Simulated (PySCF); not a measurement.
**Stationary points of SO2**

Method: PBE/[S def2-TZVP, O def2-TZVP], no relativity, density fitting, PySCF.

Relaxations began from a few typed shapes. The search is not exhaustive: other isomers or separated fragments can lie lower, and high-lying points may rest on an excited occupation.

(1) Order these stationary points by electronic energy, lowest first, in kJ/mol from the lowest minimum.
A. singlet C2v: S–O 1.457 Å (×2); O–S–O 118.9°
B. singlet D∞h: S–O 1.482 Å (×2); O–S–O 180.0°

(2) Which of them are minima?

## Answers

(1) A (0.0), B (233.7).

(2) By energy in kJ/mol, 0.0: minimum; 233.7: saddle point, 2 imaginary modes.

Counting electrons, sulfur keeps 2 of its valence electrons outside its bonds, so the VSEPR class is AX2E1 and the expected shape is bent (C2v), as computed.
